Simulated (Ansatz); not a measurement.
We consider rock-salt NaCl, described by G0W0@HSE06 in Ansatz (plane waves, hard PAW, contour deformation).

The same calculation (at the measured cell, 22.427 Å³/atom) with different numerical settings; throughout: k mesh 2×2×2:

| run | response cutoff (eV) | empty bands | quasiparticle gap on the mesh (eV) | quasiparticle gap at Γ (eV) | rough time |
|---|---|---|---|---|---|
| 1 | 100 | 187 | 8.294 | 8.294 | 40 core-s |
| 2 | 150 | 344 | 8.404 | 8.404 | 60 core-s |
| 3 | 200 | 529 | 8.475 | 8.475 | 2 core-min |
| 4 | 250 | 740 | 8.518 | 8.518 | 3 core-min |
| 5 | 300 | 972 | [?] | [?] | 5 core-min |

Problem. Some entries are withheld; supply them.

Solution. 
- 5, quasiparticle gap on the mesh (eV): 8.544
- 5, quasiparticle gap at Γ (eV): 8.544

In the column quasiparticle gap on the mesh (eV) the first row differs from the last by -0.250 and the next to last by -0.026.

The last row is no converged limit: other settings stay fixed.

Note: GW on a hybrid start was not checked against another program.

Ansatz is a program for electronic structure.
